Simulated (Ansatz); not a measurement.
**AlH3F (doublet): the correlation ladder at distance Al1–H4 along a hydrogen transfer = 1.677 Å, cc-pVDZ**

How much of the correlation energy of AlH3F (doublet) does each wave-function method recover here?

Program: Ansatz 0.2.0, Gaussian basis. Level of theory: cc-pVDZ, core rule «outside noble gas», up to 6 orbitals frozen. These are calculated values, not measurements.

The runs, in order: UHF; CCSD(T) on ROHF; CCSD(T) on UHF; BCCD(T) on ROHF; CISD; CCSDT(Q) on ROHF; CCSDT(Q) on UHF; CASSCF and MRCISD+Q, 3 electrons in 3 orbitals; CASSCF and NEVPT2, 3 electrons in 3 orbitals.

19 further runs of the same task are left out: 9 for a known fault of the program, 8 that didn't finish, 2 set aside as unsound or not needed.

## Step 1: The system

The geometry derives from fragments relaxed apart (PBE0/def2-TZVP) and kept rigid, so it is no stationary point. A hydrogen atom is moved between rigid fragments.

5 atoms, charge 0, spin multiplicity 2.

Atoms are counted from 1 here; the program's logs count them from 0.

Bond lengths: Al1–H2 1.586 Å, Al1–H3 1.586 Å, Al1–H4 1.677 Å, H4–F5 1.129 Å. Angles: H2–Al1–H3 120.0°, H2–Al1–H4 120.0°, H3–Al1–H4 120.0°, Al1–H4–F5 180.0°.

Geometry (Å):

```
Al   -1.08974    0.00000    0.00000
H    -1.88266    1.37338    0.00000
H    -1.88266   -1.37338    0.00000
H     0.58726    0.00000    0.00000
F     1.71626    0.00000    0.00000
```

## Step 2: UHF

Input file in.yaml:

```yaml
crystal:
  periodic: [false, false, false]
  atoms:
    - {symbol: Al, position_ang: [-1.089741, 0.000000, 0.000000]}
    - {symbol: H, position_ang: [-1.882664, 1.373384, 0.000000]}
    - {symbol: H, position_ang: [-1.882664, -1.373384, 0.000000]}
    - {symbol: H, position_ang: [0.587259, 0.000000, 0.000000]}
    - {symbol: F, position_ang: [1.716259, 0.000000, 0.000000]}
basis:
  gaussian: {orbitals: cc-pVDZ}
magnetization: {spin_polarized: true, initial_magnetization: 1}
hamiltonian: {xc: hf}
output: {orbitals: {seedname: orbitals}}
```

Run with:

```console
> ansatz run in.yaml --threads 1 --pin off --events-out ev --progress --plain --max-ram 2393MiB
```

Further steps of the session: CCSD(T) on ROHF; CCSD(T) on UHF; BCCD(T) on ROHF; CISD; CCSDT(Q) on ROHF; CCSDT(Q) on UHF; CASSCF and MRCISD+Q, 3 electrons in 3 orbitals; CASSCF and NEVPT2, 3 electrons in 3 orbitals.

**Question.** What will the summary of the whole plan be? Wanted: UCCSDT(Q) below the RHF energy; RMP2 from UCCSDT(Q); UMP2 from UCCSDT(Q); RCCSD from UCCSDT(Q); RCCSD(T) from UCCSDT(Q); UCCSD(T) from UCCSDT(Q); RCCSDT(Q) from UCCSDT(Q); NEVPT2 pair from UCCSDT(Q); MRCISD+Q pair from UCCSDT(Q).

The runs gave:

```
                         quantity                                                   value
   UCCSDT(Q) below the RHF energy                                              -8.2964 eV
              RMP2 from UCCSDT(Q)                                            +73.8 kJ/mol
              UMP2 from UCCSDT(Q)                                            +83.7 kJ/mol
             RCCSD from UCCSDT(Q)                                            +15.5 kJ/mol
          RCCSD(T) from UCCSDT(Q)                                             +3.4 kJ/mol
          UCCSD(T) from UCCSDT(Q)                                             +3.5 kJ/mol
         RCCSDT(Q) from UCCSDT(Q)                                             +0.1 kJ/mol
       NEVPT2 pair from UCCSDT(Q)                                            +78.2 kJ/mol
     MRCISD+Q pair from UCCSDT(Q)                                             +9.4 kJ/mol
levels within 1 kcal/mol (43 meV)  RCCSD(T), UCCSD(T), BCCD(T), RCCSDT, UCCSDT, RCCSDT(Q)
                    T1 diagnostic                                                   0.019
```

What this shows: RCCSD(T) lands +3.4 kJ/mol from the yardstick (0.4 % of the correlation energy). Of the multireference levels listed MRCISD+Q pair comes nearest in total energy (+9.4 kJ/mol), which doesn't show that its space is the better one. These misses are within one basis, not against nature; the frozen cores of restricted and unrestricted runs differ, which can shift their rows.
